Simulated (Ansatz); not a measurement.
# AlBeH2+ (triplet): the correlation ladder, def2-QZVPP

An exercise on one series of results from a longer session: the logs are not shown, and one member is left open.

Computed with Ansatz 0.2.0, Gaussian basis. Level: def2-QZVPP, core rule «outside noble gas», up to 6 orbitals frozen.

Plan: UHF; ROHF; CCSD(T) on UHF.

2 further runs of the same task are left out: 2 set aside as unsound or not needed.

### The geometry

The geometry is a PBE0/def2-TZVP stationary point (not a proven minimum) of the parent state, kept for this charge and spin.

4 atoms, charge 1, spin multiplicity 3.

Atoms are counted from 1 here; the program's logs count them from 0.

Bond lengths: Al1–H3 1.603 Å, Be2–H4 1.345 Å.

Geometry (Å):

```xyz
4
charge 1, multiplicity 3
Al    0.00000   -0.08724    0.61249
Be    0.00000    0.14552   -1.69473
H     0.00000    0.99819    1.79208
H     0.00000    0.03601   -3.03501
```

Set-up of the first run:

File in.yaml:

```yaml
crystal:
  periodic: [false, false, false]
  atoms:
    - {symbol: Al, position_ang: [0.000000, -0.087238, 0.612491]}
    - {symbol: Be, position_ang: [0.000000, 0.145516, -1.694725]}
    - {symbol: H, position_ang: [0.000000, 0.998189, 1.792085]}
    - {symbol: H, position_ang: [0.000000, 0.036007, -3.035011]}
basis:
  gaussian: {orbitals: "def2-QZVPP.json"}
total_charge: 1
magnetization: {spin_polarized: true, initial_magnetization: 2}
hamiltonian: {xc: hf}
output: {orbitals: {seedname: orbitals}}
```

Command:

```sh
$ ansatz run in.yaml --threads 1 --pin off --events-out ev --progress --plain --max-ram 2393MiB
```

Among the steps run: UHF; ROHF; CCSD(T) on UHF.

One of the session's tables, all rows but one given; the rest of the session is left out.

| method | from UCCSD(T) (kcal/mol) |
| --- | --- |
| ROHF | ? |
| UHF | +66.74 |
| UMP2 | +17.30 |
| UCCSD | +1.69 |
| UCCSD(T) | 0 |

Estimate the missing values for ROHF.

As computed: from UCCSD(T) (kcal/mol): +68.94. In the column «from UCCSD(T) (kcal/mol)» it is the highest.
